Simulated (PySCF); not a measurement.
Simulated outer-valence photoelectron spectrum of trifluoromethoxymethane, `C(F)(OC)(F)F`. Method used: EOM-IP-CCSD/aug-cc-pVDZ in PySCF, restricted Hartree–Fock reference, 6 core orbitals frozen, non-relativistic, gas phase, PBE0-D3(BJ)/def2-SVP geometry.

Each root has a Gaussian of 0.5 eV full width with its one-hole share as area; cross sections and vibrations are left out, and the highest printed point is 100.

(ionisation energy (eV), intensity): (11.4, 0), (11.5, 1), (11.6, 3), (11.7, 8), (11.8, 17), (11.9, 28), (12.0, 36), (12.1, 38), (12.2, 32), (12.3, 21), (12.4, 11), (12.5, 5), (12.6, 2), (12.7, 1), (12.8, 0), (12.9, 1), (13.0, 2), (13.1, 7), (13.2, 14), (13.3, 25), (13.4, 35), (13.5, 39), (13.6, 34), (13.7, 25), (13.8, 14), (13.9, 6), (14.0, 2), (14.1, 1), (14.2, 0), (14.3, 0), (14.4, 0), (14.5, 0), (14.6, 2), (14.7, 6), (14.8, 14), (14.9, 29), (15.0, 50), (15.1, 74), (15.2, 93), (15.3, 100), (15.4, 91), (15.5, 71), (15.6, 47), (15.7, 30), (15.8, 24), (15.9, 31), (16.0, 45), (16.1, 62), (16.2, 78), (16.3, 88), (16.4, 88), (16.5, 78), (16.6, 58), (16.7, 37), (16.8, 19), (16.9, 8), (17.0, 3), (17.1, 1), (17.2, 0)

Q: Where are the maxima, and how many lines lie under the curve?

A: 4 maxima, at 12.1, 13.5, 15.3 and 16.4 eV, from 8 lines. At this width some lines have no maximum of their own.

Q: List the lines with their holes.

A: 
| E (eV) | leading hole (HF orbital) | area | Koopmans (eV) |
| --- | --- | --- | --- |
| 12.07 | HOMO | 0.95 | 13.76 |
| 13.50 | HOMO-1 | 0.96 | 14.88 |
| 15.13 | HOMO-4 | 0.95 | 17.84 |
| 15.32 | HOMO-2 | 0.95 | 17.22 |
| 15.41 | HOMO-3 | 0.95 | 17.46 |
| 16.11 | HOMO-5 | 0.95 | 18.17 |
| 16.37 | HOMO-6 | 0.95 | 18.38 |
| 16.49 | HOMO-7 | 0.95 | 18.47 |

The widest gap, 1.63 eV, lies between 13.50 and 15.13 eV. Only orbitals with −ε under 21 eV, eight at most, were ionised, so the high end of the curve may lack lines.

On one thread, Arm Neoverse V2 (aarch64), shared host with 32 logical CPUs at a one-minute load of 20, this took 11 min and 2.9 GiB of memory at its peak.

The values belong to the conformer `[CH3:1][O:2][C:3]([F:4])([F:5])[F:6]`: C1–O2–C3–F4 60°.
